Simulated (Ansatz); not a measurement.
`C#[C][Na]` + HCl → `[Na][Cl]` + `C#C` at 400 K and 1 bar (ligand exchange at the Na–C bond).

Isolated molecules relaxed with PBE0-D4/def2-TZVP in Ansatz; ΔE leaves out vibrations. CCSD(T)/CBS is the MP2 limit (def2-TZVPP, def2-QZVPP) plus CCSD(T) − MP2 in def2-TZVPP, frozen cores. This one scheme is used for every species. For Na outer-core shells are correlated without core-valence functions, which leaves a few kJ/mol of doubt a bond.

```tsv
species	CCSD(T)/CBS energy (Eh)	H − E (kJ/mol)	S (J/(mol·K))
`C#[C][Na]`	-238.72285	64.7	275.1
HCl	-460.38127	29.6	195.4
`[Na][Cl]`	-621.93905	15.4	240.1
`C#C`	-77.22717	85.5	213.8
```

H − E and S are ideal-gas, rigid-rotor, harmonic terms from PBE0-D4/def2-TZVP. 1 Eh = 2625.50 kJ/mol, R = 8.31446 J/(mol·K).

Q: By hand: ΔE, ΔH, ΔS and ΔG.

A: ΔE = (-621.93905) + (-77.22717) − (-238.72285) − (-460.38127) = -0.06210 Eh = -163.0 kJ/mol. Δ(H − E) = 15.4 + 85.5 − 64.7 − 29.6 = 6.6, so ΔH = -156.4 kJ/mol. ΔS = 240.1 + 213.8 − 275.1 − 195.4 = -16.6 J/(mol·K). ΔG = -156.4 − 400 × (-16.6)/1000 = -149.8 kJ/mol.

Q: By hand: the equilibrium constant, and the temperature at which ΔG would vanish if ΔH and ΔS stayed fixed.

A: log₁₀ K = −ΔG/(RT ln 10) = 19.6. ΔG = 0 at ΔH/ΔS = 9422 K, far beyond where these terms or the molecules hold.

ΔH outweighs TΔS. A doubt of 5 kJ/mol in ΔE shifts log₁₀ K by 0.7 here. These are equilibria of isolated gas molecules and say nothing of rates. Largest T1 diagnostic: 0.013 (customary marks: 0.02 for closed shells, 0.045 for open ones).
